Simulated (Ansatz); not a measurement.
SiH4ClF, singlet: a trajectory.

The input file, in.yaml:

```yaml
crystal:
  periodic: [false, false, false]
  atoms:
    - {symbol: Si, position_ang: [-0.922897, 0.473997, 0.232722]}
    - {symbol: H, position_ang: [2.426052, -1.795994, -0.549067]}
    - {symbol: H, position_ang: [-0.415696, -0.563407, 1.150210]}
    - {symbol: H, position_ang: [-2.154811, 0.084406, -0.478968]}
    - {symbol: Cl, position_ang: [-1.283807, 2.173259, 1.293381]}
    - {symbol: H, position_ang: [2.148816, -1.149031, -0.798005]}
    - {symbol: F, position_ang: [0.202244, 0.776670, -0.850074]}
basis:
  gaussian: {orbitals: def2-SVP}
hamiltonian: {xc: pbe0, dispersion: d4}
md: {n_steps: 25, timestep: 0.75, temperature: 20000, ensemble: nvt_nose_hoover, seed: 901, initial_velocities: maxwell_boltzmann}
```

Command:

```bash
ansatz run in.yaml --threads 2 --pin off --events-out ev --progress --plain --max-ram 4352MiB
```

What Ansatz 0.2.0 printed:

```
Functional definition: PBE0
  name "PBE0"
  cite "Adamo & Barone, J. Chem. Phys. 110, 6158 (1999) doi:10.1063/1.478522"
  cite "Perdew, Burke & Ernzerhof, Phys. Rev. Lett. 77, 3865 (1996) doi:10.1103/PhysRevLett.77.3865"
  parent pbe
  parameter a = 0.25
  parameter kappa = 0.804
  parameter beta = 0.06672455060314922
  exchange = (1 - a)*pbe_x(kappa = kappa, mu = beta*pi^2/3) + a*exact_x
  correlation = pbe_c(beta = beta)
698 factors; integrals over basis functions are off by at most 3.4e-4 eV
mean field evaluation 1: about -23164.2362 eV, gradient 2.7e1 eV
mean field evaluation 2: about -23163.0077 eV, gradient 4.0e1 eV
mean field evaluation 4: about -23165.4371 eV, gradient 6.9e-1 eV
mean field evaluation 8: about -23165.4386 eV, gradient 3.6e-3 eV
mean field -23165.43856750 eV, -851.3141652574 hartree, gradient 2.2e-5 eV, S^2 0.000000; 0 other end points of the search recorded, 0 dependent functions left out
the calculation of the forces begins
reference -23165.43859107 eV, -851.3141661235 hartree; 22, 22 occupied and 48, 48 virtual orbitals, 698 factors
md step     0: t =     0.00 fs  T = 20000.0 K  F+E_penalty+E_count = -23165.52503351 eV  E_kin = 12.926000 eV  conserved = -23152.59903362 eV  (21 SCF iters)
md step     1: t =     0.75 fs  T = 19471.8 K  F+E_penalty+E_count = -23165.19024092 eV  E_kin = 12.584600 eV  conserved = -23152.60564544 eV  (24 SCF iters, 7 dispersion substeps)
md step     2: t =     1.50 fs  T = 17966.3 K  F+E_penalty+E_count = -23164.17244187 eV  E_kin = 11.611647 eV  conserved = -23152.56084787 eV  (27 SCF iters, 7 dispersion substeps)
md step     3: t =     2.25 fs  T = 16205.4 K  F+E_penalty+E_count = -23163.01572329 eV  E_kin = 10.473568 eV  conserved = -23152.54237807 eV  (27 SCF iters, 7 dispersion substeps)
md step     4: t =     3.00 fs  T = 14608.6 K  F+E_penalty+E_count = -23161.97947070 eV  E_kin = 9.441569 eV  conserved = -23152.53848881 eV  (27 SCF iters, 7 dispersion substeps)
md step     5: t =     3.75 fs  T = 13270.8 K  F+E_penalty+E_count = -23161.11545122 eV  E_kin = 8.576941 eV  conserved = -23152.53969754 eV  (27 SCF iters, 7 dispersion substeps)
md step     6: t =     4.50 fs  T = 12162.1 K  F+E_penalty+E_count = -23160.39981989 eV  E_kin = 7.860384 eV  conserved = -23152.54148083 eV  (29 SCF iters, 7 dispersion substeps)
md step     7: t =     5.25 fs  T = 11235.0 K  F+E_penalty+E_count = -23159.79963413 eV  E_kin = 7.261178 eV  conserved = -23152.54162212 eV  (30 SCF iters, 7 dispersion substeps)
md step     8: t =     6.00 fs  T = 10475.6 K  F+E_penalty+E_count = -23159.30571171 eV  E_kin = 6.770373 eV  conserved = -23152.53989010 eV  (30 SCF iters, 7 dispersion substeps)
md step     9: t =     6.75 fs  T =  9913.9 K  F+E_penalty+E_count = -23158.93825347 eV  E_kin = 6.407371 eV  conserved = -23152.53708956 eV  (30 SCF iters, 7 dispersion substeps)
md step    10: t =     7.50 fs  T =  9611.3 K  F+E_penalty+E_count = -23158.73767250 eV  E_kin = 6.211772 eV  conserved = -23152.53405047 eV  (30 SCF iters, 7 dispersion substeps)
md step    11: t =     8.25 fs  T =  9641.7 K  F+E_penalty+E_count = -23158.75252658 eV  E_kin = 6.231444 eV  conserved = -23152.53151412 eV  (30 SCF iters, 7 dispersion substeps)
md step    12: t =     9.00 fs  T = 10071.6 K  F+E_penalty+E_count = -23159.02734726 eV  E_kin = 6.509243 eV  conserved = -23152.53124417 eV  (30 SCF iters, 7 dispersion substeps)
md step    13: t =     9.75 fs  T = 10910.0 K  F+E_penalty+E_count = -23159.57447643 eV  E_kin = 7.051120 eV  conserved = -23152.53975923 eV  (30 SCF iters, 7 dispersion substeps)
md step    14: t =    10.50 fs  T = 11946.8 K  F+E_penalty+E_count = -23160.27496929 eV  E_kin = 7.721246 eV  conserved = -23152.57406076 eV  (28 SCF iters, 7 dispersion substeps)
md step    15: t =    11.25 fs  T = 12513.8 K  F+E_penalty+E_count = -23160.67169912 eV  E_kin = 8.087658 eV  conserved = -23152.60895029 eV  (29 SCF iters, 7 dispersion substeps)
md step    16: t =    12.00 fs  T = 12508.3 K  F+E_penalty+E_count = -23160.53395885 eV  E_kin = 8.084116 eV  conserved = -23152.47977456 eV  (30 SCF iters, 7 dispersion substeps)
md step    17: t =    12.75 fs  T = 12655.9 K  F+E_penalty+E_count = -23160.74761236 eV  E_kin = 8.179511 eV  conserved = -23152.60343193 eV  (30 SCF iters, 7 dispersion substeps)
md step    18: t =    13.50 fs  T = 12311.7 K  F+E_penalty+E_count = -23160.51483281 eV  E_kin = 7.957063 eV  conserved = -23152.59879610 eV  (30 SCF iters, 7 dispersion substeps)
md step    19: t =    14.25 fs  T = 11123.8 K  F+E_penalty+E_count = -23159.70096269 eV  E_kin = 7.189300 eV  conserved = -23152.55836943 eV  (30 SCF iters, 7 dispersion substeps)
md step    20: t =    15.00 fs  T =  9765.9 K  F+E_penalty+E_count = -23158.80496924 eV  E_kin = 6.311715 eV  conserved = -23152.54536550 eV  (31 SCF iters, 7 dispersion substeps)
md step    21: t =    15.75 fs  T =  8562.7 K  F+E_penalty+E_count = -23158.01670747 eV  E_kin = 5.534085 eV  conserved = -23152.53982078 eV  (32 SCF iters, 7 dispersion substeps)
md step    22: t =    16.50 fs  T =  7646.0 K  F+E_penalty+E_count = -23157.41447618 eV  E_kin = 4.941600 eV  conserved = -23152.53491544 eV  (31 SCF iters, 7 dispersion substeps)
md step    23: t =    17.25 fs  T =  7110.1 K  F+E_penalty+E_count = -23157.06242576 eV  E_kin = 4.595280 eV  conserved = -23152.53392867 eV  (31 SCF iters, 7 dispersion substeps)
md step    24: t =    18.00 fs  T =  6967.7 K  F+E_penalty+E_count = -23156.97044446 eV  E_kin = 4.503222 eV  conserved = -23152.53886859 eV  (32 SCF iters, 7 dispersion substeps)
md step    25: t =    18.75 fs  T =  7114.6 K  F+E_penalty+E_count = -23157.06724621 eV  E_kin = 4.598166 eV  conserved = -23152.54593130 eV  (29 SCF iters, 7 dispersion substeps)
Total energy: -23157.06727047 eV, -851.0065257660 hartree
Atom 0 at    -0.960130     0.446304     0.186898 Å, force     3.060877     3.236024     0.133986 eV/Å
Atom 1 at     2.404901     0.203592     0.267162 Å, force    -1.500133    -2.380411     2.513905 eV/Å
Atom 2 at    -1.141821    -0.388628     1.336646 Å, force     0.969963    -1.141678     0.672829 eV/Å
Atom 3 at    -1.873815     0.069249    -0.737616 Å, force    -2.401287    -0.229832    -2.242370 eV/Å
Atom 4 at    -1.370248     2.291222     1.654348 Å, force     0.752983    -2.019397    -2.488421 eV/Å
Atom 5 at     1.815484    -0.856691     1.442841 Å, force     1.300689     2.413850    -2.602428 eV/Å
Atom 6 at     0.461005     0.467423    -1.614247 Å, force    -2.183093     0.121444     4.012499 eV/Å
Dipole moment:    -0.283222    -0.336384     0.320376 e Å

[the SCF lines of later steps are left out]
```

Hardware: 2 CPU threads of an Arm Neoverse V1, shared host. Wall time about 27 s.


The run ended normally. The set temperature is far above any at which the molecule holds together: the atoms start with that much kinetic energy, which flows into stretching the bonds.